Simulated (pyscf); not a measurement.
PySCF, gas phase, ωB97X-D3(BJ)/def2-SVP geometries. MP2 and CC: frozen core, UHF for open shells. ΔMP2 is the change of the MP2 total energy from the triple- to the quadruple-zeta basis.

`[C-]#[NH+]` → `[CH]#[N]`
Surface: singlet. Broken: H–N. Formed: C–H. Give ΔE‡ and ΔE from CCSD/def2-TZVPP, relative to the reactant's lowest minimum found.

ΔE‡ = 33.6 kcal/mol, ΔE = -14.5 kcal/mol. CCSD(T)/def2-TZVPP + ΔMP2(QZVPP) gives 32.9 kcal/mol and -14.7 kcal/mol. Zero-point energy shifts the barrier by -3.2 kcal/mol. It is a hydrogen shift, with an imaginary mode of 1125i cm⁻¹. The CCSD(T) − MP2 part came from Ansatz, without density fitting, on the same reference.
